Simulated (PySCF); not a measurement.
# Löwdin shares of the frontier orbitals

C6H8.
Geometry (GFN2-xTB, Å), atoms numbered from 1 in this order:
```xyz
14
C6H8 angstrom
C      1.9624   -0.3741   -0.4459
C      0.6990   -0.3297   -0.0556
C     -0.1877   -1.2666    0.7297
C     -1.3376   -0.2493    0.5671
C     -0.3909    0.6355   -0.2090
C     -0.5111    1.8165   -0.7929
H      2.5983   -1.2114   -0.2104
H      2.4037    0.4261   -1.0158
H     -0.3578   -2.2300    0.2514
H      0.1343   -1.4357    1.7560
H     -2.1892   -0.6090   -0.0088
H     -1.7001    0.1867    1.4969
H      0.3153    2.2770   -1.3074
H     -1.4394    2.3635   -0.7776
```

Theory: PySCF 2.14.0, density-fitted response routines, TDDFT PBE0/def2-SVPD, vertical, gas phase, core orbitals frozen in the response.

Frontier orbitals with the atoms that hold most of them (Löwdin shares over 4%, at most four atoms; ? is withheld):

```tsv
orbital	ε (eV)	atoms
LUMO+2	1.39	C6 12%, C1 12%, H14 10%, H7 10%
LUMO+1	0.95	C6 13%, C1 13%, C4 12%, C3 12%
LUMO	-1.07	?
HOMO	-6.57	?
HOMO-1	-8.68	C5 23%, C2 23%, C6 15%, C1 15%
HOMO-2	-9.18	C5 20%, C2 20%, C6 10%, C1 10%
HOMO-3	-9.28	C3 18%, C4 18%, C5 15%, C2 15%
```

Task: Give the leading atoms of the LUMO.

Result: C1 (bonded to C and 2 H) 20%; C6 (bonded to C and 2 H) 20%; C2 (bonded to 3 C) 16%; C5 (bonded to 3 C) 16%.

Task: Which atoms hold the HOMO, and with what shares?

Result: C1 (bonded to C and 2 H) 25%; C6 (bonded to C and 2 H) 25%; C2 (bonded to 3 C) 16%; C5 (bonded to 3 C) 16%.

Task: How does S1 compare with the orbital gap of 5.50 eV?

Result: S1 is at 5.19 eV (f = 0.295), 0.31 eV below the gap, made of HOMO→LUMO (98%). 

Task: One configuration dominates each of S1, S2, S3 and S5. Which, and how do the shares of the two leading atoms of either orbital change from the occupied to the empty one?

Result: 
- S1 (5.19 eV, f 0.295), HOMO→LUMO (98%): C1 25% → 20%, C6 25% → 20%
- S2 (6.39 eV, f 0.0000), HOMO→LUMO+1 (95%): C1 25% → 13%, C6 25% → 13%
- S3 (6.46 eV, f 0.0029), HOMO-2→LUMO (99%): C5 20% → 16%, C2 20% → 16%, C1 10% → 20%, C6 10% → 20%
- S5 (6.75 eV, f 0.080), HOMO-1→LUMO (87%): C5 23% → 16%, C2 23% → 16%, C1 15% → 20%, C6 15% → 20%

Löwdin shares depend on the basis, the more so with diffuse functions.
